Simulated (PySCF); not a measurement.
AlCl3, charge +1, multiplicity 2. Atoms are numbered in the order given.

```xyz
4

Al     0.0000     0.0000     0.1381
Cl     0.0000     1.9062     0.9385
Cl     0.0000    -1.9062     0.9385
Cl     0.0000     0.0000    -1.9826
```
Charge +1, spin multiplicity 2.

Geometry: PBE0-D3(BJ)/def2-SVP. A frequency run showed that this geometry is not a minimum. The spin state was assumed, not searched. The isomer is the one that the SMILES or the coordinates give; other isomers of the formula were not compared.

All values below come from PySCF with ωB97X/def2-TZVPD.

Mulliken values depend strongly on the basis, most of all with diffuse functions as here. ESP charges are fitted to the potential on shells at 1.4 to 2.0 van der Waals radii. Atomic charges (e):

```csv
atom,Mulliken,meta-Löwdin,ESP fit,Mulliken spin
Al1,0.69,1.00,0.52,-0.06
Cl2,0.00,-0.12,0.06,0.15
Cl3,0.00,-0.12,0.06,0.15
Cl4,0.31,0.24,0.35,0.75
```
